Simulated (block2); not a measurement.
# DMRG/ANO-RCC-MB run of [CF3]+ (SMILES F[C+](F)F), part 2 of 2

block2 0.5.4. The steps go on from the part before.

## (3) Doublet [CF3]2+: the energy at DMRG/ANO-RCC-MB

block2_dmrg.py

```python
import numpy as np
from pyscf import cc, dft, gto, mcscf, mp, scf
from pyblock2._pyscf.ao2mo import integrals as itg
from pyblock2.driver.core import DMRGDriver, SymmetryTypes
from scipy.stats import linregress

mol = gto.M(atom="""
F
C 1 1.229636
F 2 1.229663 1 119.99997
F 2 1.229643 1 119.99607 3 -179.99577
""", basis="ano-rcc-mb", charge=2, spin=1, verbose=4)
print("basis functions = %d" % (mol.nao))
mf = scf.ROHF(mol)
mf.conv_tol = 1e-10
mf.max_cycle = 200
mf.kernel()
if not mf.converged:
    mf = mf.newton().run(mf.mo_coeff, mf.mo_occ)
print(f"E(SCF) = {mf.e_tot:.10f}")
# single-reference ladder for comparison
ref = scf.UHF(mol).run(mf.make_rdm1(), conv_tol=1e-10)
pt = mp.MP2(ref, frozen=4).run()
mycc = cc.CCSD(ref, frozen=4)
mycc.max_cycle = 150
mycc.kernel()
print("E(MP2) = %.10f" % (pt.e_tot))
if mycc.converged:
    print("CCSD total energy = %.10f" % (mycc.e_tot))
    print("CCSD(T) total energy = %.10f" % (mycc.e_tot + mycc.ccsd_t()))
# a few density functionals on the same geometry and basis
ks = dft.UKS(mol, xc="m062x").set(conv_tol=1e-9, verbose=3).run(mf.make_rdm1())
if ks.converged:
    print(f"E(M06-2X) = {ks.e_tot:.8f}")
ks = dft.UKS(mol, xc="tpssh").set(conv_tol=1e-9, verbose=3).run(mf.make_rdm1())
if ks.converged:
    print(f"E(TPSSh) = {ks.e_tot:.8f}")
ks = dft.UKS(mol, xc="bhandhlyp").set(conv_tol=1e-9, verbose=3).run(mf.make_rdm1())
if ks.converged:
    print("E(BHLYP) = %.8f" % (ks.e_tot))
# natural orbitals of MP2 give a compact matrix product state
occ_no, mo = mcscf.addons.make_natural_orbitals(mp.MP2(mf.to_uhf(), frozen=4).run())
mf.mo_coeff = mo
ncas, n_elec, spin, ecore, h1e, g2e, orb_sym = itg.get_rhf_integrals(mf, ncore=4, ncas=16, pg_symm=False, g2e_symm=1)
driver = DMRGDriver(scratch="./tmp", symm_type=SymmetryTypes.SU2, stack_mem=1500 << 20, n_threads=1)
# orbital ordering
idx = driver.orbital_reordering(h1e, g2e, method="fiedler")
print("orbital order:", idx.tolist())
h1e = h1e[np.ix_(idx, idx)]
g2e = g2e[np.ix_(idx, idx, idx, idx)]
orb_sym = np.array(orb_sym)[idx]
driver.initialize_system(n_sites=ncas, n_elec=n_elec, spin=spin, orb_sym=orb_sym)
mpo = driver.get_qc_mpo(h1e=h1e, g2e=g2e, ecore=ecore, iprint=1)
occs = np.array([1.8] * 11 + [1.0] * 1 + [0.2] * 4)[idx]
ket = driver.get_random_mps(tag="GS", bond_dim=100, nroots=1, occs=occs)
bond_dims = [100] * 2 + [150] * 3 + [200] * 2
noises = [0.0001] * 2 + [0.0001] * 3 + [1e-05] * 2 + [0]
thrds = [1e-09] * 7
e = driver.dmrg(mpo, ket, n_sweeps=13, tol=1e-07, bond_dims=bond_dims, noises=noises, thrds=thrds, iprint=2)
ms, dws, es = driver.get_dmrg_results()
print("discarded weight = %.3e" % (dws[-1]))
print("total energy = %.10f" % (e))
dm1 = driver.get_1pdm(ket)
print("NOONs =", np.round(np.linalg.eigvalsh(dm1)[::-1], 5).tolist())
c_act = mf.mo_coeff[:, 4:20][:, idx]
dm_ao = c_act @ dm1 @ c_act.T + 2 * mf.mo_coeff[:, :4] @ mf.mo_coeff[:, :4].T
print("dipole moment (debye) =", np.round(scf.hf.dip_moment(mol, dm_ao, verbose=0), 4).tolist())
print(f"max block entropy = {max(driver.get_bipartite_entanglement(ket)):.4f}")
# extrapolation to zero discarded weight
ket = driver.adjust_mps(ket, dot=2)[0]
back = [180, 150, 120, 90]
driver.dmrg(mpo, ket, n_sweeps=4 * len(back), tol=0, bond_dims=[m for m in back for _ in range(4)], noises=[0] * (4 * len(back)), thrds=[1e-9] * (4 * len(back)), iprint=1)
ms, dws, es = driver.get_dmrg_results()
ms, dws, es = ms[3::4], dws[3::4], np.array(es)[3::4, 0]
fit = linregress(dws, es)
print("bond dimensions =", np.round(ms, 1).tolist())
print("discarded weights =", np.round(dws, 12).tolist())
print("E(M) =", np.round(es, 9).tolist())
print(f"E(DW -> 0) = {fit.intercept:.8f}")
print("error estimate = %.3e" % (abs(fit.intercept - es.min()) / 5))
```

The run is started by

```bash
$ python block2_dmrg.py
```

Output:

```text
[INPUT] verbose = 4
[INPUT] num. atoms = 4
[INPUT] num. electrons = 31
[INPUT] charge = 2
[INPUT] spin (= nelec alpha-beta = 2S) = 1
[INPUT] symmetry False subgroup None
[INPUT] Mole.unit = angstrom
[INPUT] Symbol           X                Y                Z      unit          X                Y                Z       unit  Magmom
[INPUT]  1 F      0.000000000000   0.000000000000   0.000000000000 AA    0.000000000000   0.000000000000   0.000000000000 Bohr   0.0
[INPUT]  2 C      1.229636000000   0.000000000000   0.000000000000 AA    2.323675272906   0.000000000000   0.000000000000 Bohr   0.0
[INPUT]  3 F      1.844466942409   0.000000000000   1.064919718019 AA    3.485537366968   0.000000000000   2.012406611704 Bohr   0.0
[INPUT]  4 F      1.844384455387   0.000078622094  -1.064944241670 AA    3.485381489087   0.000148574225  -2.012452954689 Bohr   0.0

nuclear repulsion = 130.09275990699
number of shells = 8
number of NR pGTOs = 164
number of NR cGTOs = 20
basis = ano-rcc-mb
ecp = {}
CPU time:         1.03
basis functions = 20

******** <class 'pyscf.scf.rohf.ROHF'> ********
method = ROHF
initial guess = minao
damping factor = 0
level_shift factor = 0
DIIS = <class 'pyscf.scf.diis.CDIIS'>
diis_start_cycle = 1
diis_space = 8
diis_damp = 0
SCF conv_tol = 1e-10
SCF conv_tol_grad = None
SCF max_cycles = 200
direct_scf = True
direct_scf_tol = 1e-13
chkfile to save SCF result = tmpxexfvk_r
max_memory 1800 MB (current use 143 MB)
num. doubly occ = 15  num. singly occ = 1
Set gradient conv threshold to 1e-05
init E= -337.40301857468
[... the frontier-level lines of each cycle are left out ...]
cycle= 1 E= -334.093032996243  delta_E= 3.31  |g|= 0.609  |ddm|= 2.19
cycle= 2 E= -334.228295109193  delta_E= -0.135  |g|= 0.16  |ddm|= 0.808
cycle= 3 E= -334.236048569641  delta_E= -0.00775  |g|= 0.0371  |ddm|= 0.128
cycle= 4 E= -334.236835163423  delta_E= -0.000787  |g|= 0.0076  |ddm|= 0.0687
cycle= 5 E= -334.236881650707  delta_E= -4.65e-05  |g|= 0.00142  |ddm|= 0.0159
cycle= 6 E= -334.236882632908  delta_E= -9.82e-07  |g|= 0.000232  |ddm|= 0.00229
cycle= 7 E= -334.236882871891  delta_E= -2.39e-07  |g|= 0.000627  |ddm|= 0.00137
cycle= 8 E= -334.236882970269  delta_E= -9.84e-08  |g|= 0.000653  |ddm|= 0.000317
cycle= 9 E= -334.236882549457  delta_E= 4.21e-07  |g|= 1.99e-05  |ddm|= 0.00294
cycle= 10 E= -334.23688254946  delta_E= -3.41e-12  |g|= 2.37e-06  |ddm|= 4.7e-05
Extra cycle  E= -334.23688254947  delta_E= -9.89e-12  |g|= 2.52e-06  |ddm|= 6.58e-06
converged SCF energy = -334.23688254947
E(SCF) = -334.2368825495

******** <class 'pyscf.scf.uhf.UHF'> ********
method = UHF
initial guess = minao
damping factor = 0
level_shift factor = 0
DIIS = <class 'pyscf.scf.diis.CDIIS'>
diis_start_cycle = 1
diis_space = 8
diis_damp = 0
SCF conv_tol = 1e-10
SCF conv_tol_grad = None
SCF max_cycles = 50
direct_scf = True
direct_scf_tol = 1e-13
chkfile to save SCF result = tmp42fkqkew
max_memory 1800 MB (current use 147 MB)
number electrons alpha = 16  beta = 15
Set gradient conv threshold to 1e-05
init E= -334.23688254947
cycle= 1 E= -334.241113789994  delta_E= -0.00423  |g|= 0.0221  |ddm|= 0.12
cycle= 2 E= -334.241658836577  delta_E= -0.000545  |g|= 0.00823  |ddm|= 0.0428
cycle= 3 E= -334.241754322556  delta_E= -9.55e-05  |g|= 0.00117  |ddm|= 0.0252
cycle= 4 E= -334.241757573159  delta_E= -3.25e-06  |g|= 0.000282  |ddm|= 0.00419
cycle= 5 E= -334.241757747298  delta_E= -1.74e-07  |g|= 0.0001  |ddm|= 0.000995
cycle= 6 E= -334.241757759783  delta_E= -1.25e-08  |g|= 4.5e-05  |ddm|= 0.000227
cycle= 7 E= -334.241757765474  delta_E= -5.69e-09  |g|= 3.46e-05  |ddm|= 0.000166
cycle= 8 E= -334.241757768928  delta_E= -3.45e-09  |g|= 4.17e-05  |ddm|= 8.62e-05
cycle= 9 E= -334.241757761176  delta_E= 7.75e-09  |g|= 1.7e-05  |ddm|= 0.000274
cycle= 10 E= -334.24175776054  delta_E= 6.36e-10  |g|= 1.34e-06  |ddm|= 0.000112
cycle= 11 E= -334.241757760542  delta_E= -1.93e-12  |g|= 3.21e-07  |ddm|= 3.9e-06
Extra cycle  E= -334.241757760542  delta_E= 2.27e-13  |g|= 1.39e-07  |ddm|= 5.97e-07
converged SCF energy = -334.241757760542  <S^2> = 0.76261028  2S+1 = 2.0125708

******** <class 'pyscf.mp.ump2.UMP2'> ********
nocc = (np.int64(12), np.int64(11)), nmo = (16, 16)
frozen orbitals 4
max_memory 1800 MB (current use 151 MB)
E(UMP2) = -334.442081166431  E_corr = -0.200323405889461
E(SCS-UMP2) = -334.425836685969  E_corr = -0.18407892542703
E_corr(same-spin) = -0.0649721095849885
E_corr(oppo-spin) = -0.135351296304473

******** <class 'pyscf.cc.uccsd.UCCSD'> ********
CC2 = 0
CCSD nocc = (np.int64(12), np.int64(11)), nmo = (16, 16)
frozen orbitals 4
max_cycle = 150
direct = 0
conv_tol = 1e-07
conv_tol_normt = 1e-06
diis_space = 6
diis_start_cycle = 0
diis_start_energy_diff = 1e+09
max_memory 1800 MB (current use 151 MB)
Init t2, MP2 energy = -0.200323407712216
Init E_corr(UCCSD) = -0.200323407712235
cycle = 1  E_corr(UCCSD) = -0.196662917743429  dE = 0.00366048997  norm(t1,t2) = 0.138003
cycle = 2  E_corr(UCCSD) = -0.213626950033418  dE = -0.0169640323  norm(t1,t2) = 0.0405236
cycle = 3  E_corr(UCCSD) = -0.21236488408036  dE = 0.00126206595  norm(t1,t2) = 0.0222267
cycle = 4  E_corr(UCCSD) = -0.21514379278671  dE = -0.00277890871  norm(t1,t2) = 0.00946683
cycle = 5  E_corr(UCCSD) = -0.215059762193286  dE = 8.40305934e-05  norm(t1,t2) = 0.00139072
cycle = 6  E_corr(UCCSD) = -0.215075936634045  dE = -1.61744408e-05  norm(t1,t2) = 0.000448745
cycle = 7  E_corr(UCCSD) = -0.215083964213728  dE = -8.02757968e-06  norm(t1,t2) = 0.000190766
cycle = 8  E_corr(UCCSD) = -0.215079988745375  dE = 3.97546835e-06  norm(t1,t2) = 6.06095e-05
[... 33 lines left out ...]
SCF energy = -335.774127341472 after 50 cycles  <S^2> = 0.75197429  2S+1 = 2.0019733
[... 67 lines left out ...]
 --> Site =    2-   3 .. Mmps =   55 Ndav =  26 E =   -332.6183887883 Error = 0.00e+00 FLOPS = 2.56e+09 Tdav = 0.18 T = 0.24
[... 5 lines left out ...]
 --> Site =    8-   9 .. Mmps =  100 Ndav =  19 E =   -334.4350955826 Error = 1.06e-07 FLOPS = 3.91e+09 Tdav = 0.91 T = 1.69
[... 5 lines left out ...]
 --> Site =   14-  15 .. Mmps =   57 Ndav =   9 E =   -334.4510975044 Error = 4.26e-20 FLOPS = 8.43e+08 Tdav = 0.00 T = 0.01
[... 14 lines left out ...]
 <-- Site =    9-  10 .. Mmps =  100 Ndav =   8 E =   -334.4520720963 Error = 1.63e-07 FLOPS = 3.85e+09 Tdav = 0.28 T = 0.51
[... 5 lines left out ...]
 <-- Site =    3-   4 .. Mmps =  100 Ndav =  12 E =   -334.4799040718 Error = 2.84e-05 FLOPS = 3.67e+09 Tdav = 0.18 T = 0.29
[... 14 lines left out ...]
 --> Site =    2-   3 .. Mmps =   56 Ndav =   2 E =   -334.4805783339 Error = 0.00e+00 FLOPS = 2.55e+09 Tdav = 0.01 T = 0.06
[... 5 lines left out ...]
 --> Site =    8-   9 .. Mmps =  150 Ndav =   8 E =   -334.4828747777 Error = 2.47e-07 FLOPS = 4.18e+09 Tdav = 0.90 T = 2.20
[... 5 lines left out ...]
 --> Site =   14-  15 .. Mmps =   58 Ndav =   1 E =   -334.4829070764 Error = 1.20e-20 FLOPS = 6.63e+08 Tdav = 0.00 T = 0.02
[... 14 lines left out ...]
 <-- Site =    9-  10 .. Mmps =  150 Ndav =   4 E =   -334.4829073377 Error = 8.06e-08 FLOPS = 4.06e+09 Tdav = 0.38 T = 0.78
[... 5 lines left out ...]
 <-- Site =    3-   4 .. Mmps =  150 Ndav =   6 E =   -334.4829877340 Error = 3.74e-06 FLOPS = 3.81e+09 Tdav = 0.16 T = 0.36
[... 14 lines left out ...]
 --> Site =    2-   3 .. Mmps =   56 Ndav =   1 E =   -334.4829766161 Error = 0.00e+00 FLOPS = 2.77e+09 Tdav = 0.01 T = 0.09
[... 5 lines left out ...]
 --> Site =    8-   9 .. Mmps =  150 Ndav =   5 E =   -334.4830294403 Error = 4.01e-07 FLOPS = 4.24e+09 Tdav = 0.79 T = 2.19
[... 5 lines left out ...]
 --> Site =   14-  15 .. Mmps =   58 Ndav =   1 E =   -334.4830285793 Error = 5.49e-21 FLOPS = 7.42e+08 Tdav = 0.00 T = 0.02
[... 14 lines left out ...]
 <-- Site =    9-  10 .. Mmps =  200 Ndav =   4 E =   -334.4830287275 Error = 1.56e-09 FLOPS = 4.13e+09 Tdav = 0.52 T = 1.03
[... 5 lines left out ...]
 <-- Site =    3-   4 .. Mmps =  200 Ndav =   6 E =   -334.4833907482 Error = 1.55e-07 FLOPS = 3.89e+09 Tdav = 0.26 T = 0.57
[... 14 lines left out ...]
 --> Site =    2-   3 .. Mmps =   56 Ndav =   1 E =   -334.4833905983 Error = 0.00e+00 FLOPS = 2.53e+09 Tdav = 0.01 T = 0.13
[... 5 lines left out ...]
 --> Site =    8-   9 .. Mmps =  200 Ndav =   5 E =   -334.4834122917 Error = 9.86e-08 FLOPS = 4.38e+09 Tdav = 1.81 T = 3.96
[... 5 lines left out ...]
 --> Site =   14-  15 .. Mmps =   58 Ndav =   1 E =   -334.4834126575 Error = 8.72e-21 FLOPS = 7.62e+08 Tdav = 0.00 T = 0.03
[... 14 lines left out ...]
 <-- Site =    9-  10 .. Mmps =  200 Ndav =   2 E =   -334.4834126674 Error = 5.17e-11 FLOPS = 4.22e+09 Tdav = 0.39 T = 0.84
[... 5 lines left out ...]
 <-- Site =    3-   4 .. Mmps =  200 Ndav =   4 E =   -334.4834161976 Error = 4.96e-10 FLOPS = 3.87e+09 Tdav = 0.17 T = 0.43
[... 14 lines left out ...]
 --> Site =    2-   3 .. Mmps =   56 Ndav =   1 E =   -334.4834161956 Error = 0.00e+00 FLOPS = 2.79e+09 Tdav = 0.01 T = 0.12
[... 5 lines left out ...]
 --> Site =    8-   9 .. Mmps =  200 Ndav =   3 E =   -334.4834170679 Error = 6.93e-08 FLOPS = 4.33e+09 Tdav = 0.91 T = 2.85
[... 5 lines left out ...]
 --> Site =   14-  15 .. Mmps =   25 Ndav =   1 E =   -334.4834168148 Error = 2.77e-21 FLOPS = 3.03e+08 Tdav = 0.00 T = 0.01
[... 14 lines left out ...]
 <-- Site =    9-  10 .. Mmps =  200 Ndav =   1 E =   -334.4834168148 Error = 1.15e-19 FLOPS = 4.18e+09 Tdav = 0.24 T = 0.73
[... 5 lines left out ...]
 <-- Site =    3-   4 .. Mmps =  200 Ndav =   4 E =   -334.4834170597 Error = 5.34e-10 FLOPS = 3.87e+09 Tdav = 0.17 T = 0.43
[... 14 lines left out ...]
 --> Site =    2-   3 .. Mmps =   56 Ndav =   1 E =   -334.4834170571 Error = 0.00e+00 FLOPS = 2.80e+09 Tdav = 0.01 T = 0.12
[... 5 lines left out ...]
 --> Site =    8-   9 .. Mmps =  200 Ndav =   3 E =   -334.4834175267 Error = 6.88e-08 FLOPS = 4.33e+09 Tdav = 0.86 T = 2.79
 --> Site =    9-  10 .. Mmps =  200 Ndav =   2 E =   -334.4834171827 Error = 1.31e-10 FLOPS = 4.31e+09 Tdav = 0.47 T = 1.11
 --> Site =   10-  11 .. Mmps =  200 Ndav =   1 E =   -334.4834171819 Error = 5.94e-16 FLOPS = 4.06e+09 Tdav = 0.09 T = 0.48
 --> Site =   11-  12 .. Mmps =  150 Ndav =   1 E =   -334.4834171819 Error = 4.91e-20 FLOPS = 3.67e+09 Tdav = 0.03 T = 0.29
 --> Site =   12-  13 .. Mmps =   95 Ndav =   1 E =   -334.4834171819 Error = 1.17e-19 FLOPS = 2.51e+09 Tdav = 0.00 T = 0.12
 --> Site =   13-  14 .. Mmps =   50 Ndav =   1 E =   -334.4834171819 Error = 7.66e-21 FLOPS = 1.20e+09 Tdav = 0.00 T = 0.05
 --> Site =   14-  15 .. Mmps =   23 Ndav =   1 E =   -334.4834171819 Error = 5.74e-21 FLOPS = 2.53e+08 Tdav = 0.00 T = 0.01
[... 8 lines left out ...]
Sweep =   11 | Direction = backward | Bond dimension =  200 | Noise =  0.00e+00 | Dav threshold =  1.00e-08
 <-- Site =   14-  15 .. Mmps =    3 Ndav =   1 E =   -334.4834171819 Error = 0.00e+00 FLOPS = 2.72e+08 Tdav = 0.00 T = 0.00
 <-- Site =   13-  14 .. Mmps =   10 Ndav =   1 E =   -334.4834171819 Error = 0.00e+00 FLOPS = 1.13e+09 Tdav = 0.00 T = 0.03
 <-- Site =   12-  13 .. Mmps =   35 Ndav =   1 E =   -334.4834171819 Error = 0.00e+00 FLOPS = 2.51e+09 Tdav = 0.00 T = 0.06
 <-- Site =   11-  12 .. Mmps =  105 Ndav =   1 E =   -334.4834171819 Error = 0.00e+00 FLOPS = 3.44e+09 Tdav = 0.03 T = 0.19
 <-- Site =   10-  11 .. Mmps =  196 Ndav =   1 E =   -334.4834171819 Error = 3.20e-21 FLOPS = 3.96e+09 Tdav = 0.09 T = 0.37
 <-- Site =    9-  10 .. Mmps =  200 Ndav =   1 E =   -334.4834171820 Error = 1.46e-19 FLOPS = 4.19e+09 Tdav = 0.24 T = 0.73
 <-- Site =    8-   9 .. Mmps =  200 Ndav =   3 E =   -334.4834175291 Error = 6.82e-08 FLOPS = 4.30e+09 Tdav = 0.87 T = 2.69
 <-- Site =    7-   8 .. Mmps =  200 Ndav =   5 E =   -334.4834239001 Error = 1.48e-06 FLOPS = 4.44e+09 Tdav = 3.11 T = 5.04
 <-- Site =    6-   7 .. Mmps =  200 Ndav =   5 E =   -334.4834331563 Error = 3.93e-06 FLOPS = 4.42e+09 Tdav = 2.62 T = 3.41
 <-- Site =    5-   6 .. Mmps =  200 Ndav =   6 E =   -334.4835024607 Error = 2.14e-05 FLOPS = 4.34e+09 Tdav = 1.87 T = 2.53
 <-- Site =    4-   5 .. Mmps =  200 Ndav =   6 E =   -334.4834872607 Error = 1.67e-05 FLOPS = 4.30e+09 Tdav = 1.36 T = 1.86
 <-- Site =    3-   4 .. Mmps =  200 Ndav =   4 E =   -334.4834173780 Error = 5.39e-10 FLOPS = 3.87e+09 Tdav = 0.17 T = 0.43
 <-- Site =    2-   3 .. Mmps =  157 Ndav =   1 E =   -334.4834173757 Error = 2.44e-19 FLOPS = 2.57e+09 Tdav = 0.01 T = 0.18
 <-- Site =    1-   2 .. Mmps =   95 Ndav =   1 E =   -334.4834173757 Error = 1.35e-19 FLOPS = 1.75e+09 Tdav = 0.00 T = 0.11
 <-- Site =    0-   1 .. Mmps =   54 Ndav =   1 E =   -334.4834173757 Error = 2.30e-21 FLOPS = 6.99e+08 Tdav = 0.00 T = 0.02
Time elapsed =    198.748 | E =    -334.4835024607 | DE = -1.83e-08 | DW = 2.13838e-05
Time sweep =       17.669 | 42.2 GFLOP/SWP
 | Dmem = 13.4 MB (5%) | Imem = 118 KB (97%) | Hmem = 283 MB | Wmem = 410 KB | Pmem = 0 B
 | Tread = 0.090 | Twrite = 0.088 | Tfpread = 0.089 | Tfpwrite = 0.085 | Tmporead = 0.000
 | data = 65.6 MB | cpsd = 50.7 MB | Tasync = 0.000
 | Trot = 0.811 | Tctr = 0.000 | Tint = 0.001 | Tmid = 0.000 | Tdctr = 0.002 | Tdiag = 0.030 | Tinfo = 0.015
 | Teff = 6.078 | Tprt = 0.000 | Teig = 10.389 | Tblk = 16.714 | Tmve = 0.954 | Tdm = 0.006 | Tsplt = 0.072 | Tsvd = 0.000 | Torth = 0.000

discarded weight = 2.138e-05
total energy = -334.4835024607
NOONs = [1.9988, 1.9988, 1.99841, 1.98177, 1.97775, 1.97144, 1.97142, 1.94628, 1.94626, 1.92498, 1.92497, 1.10868, 0.1297, 0.05417, 0.03329, 0.03329]
dipole moment (debye) = [11.8126, 0.0001, 0.0001]
max block entropy = 0.7752

Sweep =    0 | Direction =  forward | Bond dimension =  180 | Noise =  0.00e+00 | Dav threshold =  1.00e-09
Time elapsed =     18.961 | E =    -334.4834852037 | DW = 3.22993e-05

Sweep =    1 | Direction = backward | Bond dimension =  180 | Noise =  0.00e+00 | Dav threshold =  1.00e-09
Time elapsed =     35.926 | E =    -334.4834259816 | DE = 5.92e-05 | DW = 2.85206e-05

Sweep =    2 | Direction =  forward | Bond dimension =  180 | Noise =  0.00e+00 | Dav threshold =  1.00e-09
Time elapsed =     53.252 | E =    -334.4834257971 | DE = 1.84e-07 | DW = 2.77932e-05

Sweep =    3 | Direction = backward | Bond dimension =  180 | Noise =  0.00e+00 | Dav threshold =  1.00e-09
Time elapsed =     70.298 | E =    -334.4834259037 | DE = -1.07e-07 | DW = 2.77914e-05

Sweep =    4 | Direction =  forward | Bond dimension =  150 | Noise =  0.00e+00 | Dav threshold =  1.00e-09
Time elapsed =     84.469 | E =    -334.4834034998 | DE = 2.24e-05 | DW = 5.60493e-05

Sweep =    5 | Direction = backward | Bond dimension =  150 | Noise =  0.00e+00 | Dav threshold =  1.00e-09
Time elapsed =     96.001 | E =    -334.4832288027 | DE = 1.75e-04 | DW = 4.84503e-05

Sweep =    6 | Direction =  forward | Bond dimension =  150 | Noise =  0.00e+00 | Dav threshold =  1.00e-09
Time elapsed =    107.741 | E =    -334.4832273273 | DE = 1.48e-06 | DW = 4.57770e-05

Sweep =    7 | Direction = backward | Bond dimension =  150 | Noise =  0.00e+00 | Dav threshold =  1.00e-09
Time elapsed =    119.150 | E =    -334.4832265278 | DE = 8.00e-07 | DW = 4.57461e-05

Sweep =    8 | Direction =  forward | Bond dimension =  120 | Noise =  0.00e+00 | Dav threshold =  1.00e-09
Time elapsed =    129.403 | E =    -334.4831751239 | DE = 5.14e-05 | DW = 1.08222e-04

Sweep =    9 | Direction = backward | Bond dimension =  120 | Noise =  0.00e+00 | Dav threshold =  1.00e-09
Time elapsed =    137.301 | E =    -334.4828367284 | DE = 3.38e-04 | DW = 7.83861e-05

Sweep =   10 | Direction =  forward | Bond dimension =  120 | Noise =  0.00e+00 | Dav threshold =  1.00e-09
Time elapsed =    145.422 | E =    -334.4828317556 | DE = 4.97e-06 | DW = 7.43564e-05

Sweep =   11 | Direction = backward | Bond dimension =  120 | Noise =  0.00e+00 | Dav threshold =  1.00e-09
Time elapsed =    153.332 | E =    -334.4828306348 | DE = 1.12e-06 | DW = 7.43034e-05

Sweep =   12 | Direction =  forward | Bond dimension =   90 | Noise =  0.00e+00 | Dav threshold =  1.00e-09
Time elapsed =    159.482 | E =    -334.4825956676 | DE = 2.35e-04 | DW = 1.94190e-04

Sweep =   13 | Direction = backward | Bond dimension =   90 | Noise =  0.00e+00 | Dav threshold =  1.00e-09
Time elapsed =    163.963 | E =    -334.4820455405 | DE = 5.50e-04 | DW = 1.38708e-04

Sweep =   14 | Direction =  forward | Bond dimension =   90 | Noise =  0.00e+00 | Dav threshold =  1.00e-09
Time elapsed =    168.555 | E =    -334.4820177453 | DE = 2.78e-05 | DW = 1.27822e-04

Sweep =   15 | Direction = backward | Bond dimension =   90 | Noise =  0.00e+00 | Dav threshold =  1.00e-09
Time elapsed =    173.024 | E =    -334.4820173638 | DE = 3.82e-07 | DW = 1.26973e-04

bond dimensions = [180, 150, 120, 90]
discarded weights = [2.7791351e-05, 4.5746129e-05, 7.4303429e-05, 0.000126973256]
E(M) = [-334.483425904, -334.483226528, -334.482830635, -334.482017364]
E(DW -> 0) = -334.48386193
error estimate = 8.721e-05
```

Wall time 6.5 min (1 thread of Arm Neoverse V1, shared host); peak memory 0.63 GiB.

## (4) Results

What follows sums up all 2 parts.

At DMRG/ANO-RCC-MB, 4 core orbitals frozen:

| quantity | value |
| --- | --- |
| run 1, DMRG/ANO-RCC-MB: total energy | -335.51937 Eh |
| run 1, DMRG/ANO-RCC-MB: T1 diagnostic of the CCSD step | 0.017 |
| doublet [CF3]2+: total energy | -334.48350 Eh |
| vertical ionisation energy (to the doublet dication) | 28.187 eV |

Removing an electron at fixed nuclei costs 28.19 eV (650 kcal/mol). In a minimal basis such a difference can be off by several eV, whatever the method. The basis (run 1, DMRG/ANO-RCC-MB) was made for a relativistic Hamiltonian, but the run is non-relativistic. The basis (doublet [CF3]2+) was made for a relativistic Hamiltonian, but the run is non-relativistic.
